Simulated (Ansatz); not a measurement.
Geometry optimisation, RKS PBE0/def2-SVP (Ansatz).

The input (input.yaml):

```yaml
crystal:
  periodic: [false, false, false]
  atoms:
    - { symbol: Si, position_ang: [0.228451, -0.015263, 0.042388] }
    - { symbol: O, position_ang: [0.632597, -0.105268, 1.65419] }
    - { symbol: H, position_ang: [-0.04919, -0.187072, 2.327262] }
    - { symbol: H, position_ang: [1.627078, 0.044863, -0.357757] }
    - { symbol: H, position_ang: [-0.536468, 1.206453, -0.363582] }
    - { symbol: H, position_ang: [-0.481968, -1.225114, -0.4839] }
basis:
  gaussian: { orbitals: def2-SVP }
hamiltonian:
  xc: pbe0
relax:
  f_tol: 0.03
  max_steps: 50
output:
  orbitals: {}
```

Command:

```bash
$ ansatz run input.yaml --threads 1 --pin off --max-ram 2048MiB --backend cpu --events-out ev --progress --plain --runs-dir out
```

Question: Where does it end, and by what steps?

Answer: The run converged. After 4 steps the energy has fallen by 0.172 eV; H4 moved furthest, 0.22 Å.

```csv
step,energy less start (eV),largest force component (eV/Å),accepted
0,0.0000,1.033,yes
1,-0.1571,0.327,yes
2,-0.1678,0.184,yes
3,-0.1712,0.082,yes
4,-0.1719,0.022,yes
```

```xyz
6
Properties=species:S:1:pos:R:3
Si 0.302 -0.021 0.082
O 0.594 -0.114 1.719
H -0.173 -0.172 2.296
H 1.634 0.055 -0.575
H -0.501 1.190 -0.278
H -0.437 -1.220 -0.426
```

Whether the end is a true minimum wasn't checked by a vibrational analysis.

Run time: 5.8 s on 1 thread of Arm Neoverse V2, on a shared host, peak memory 0.1 GiB.
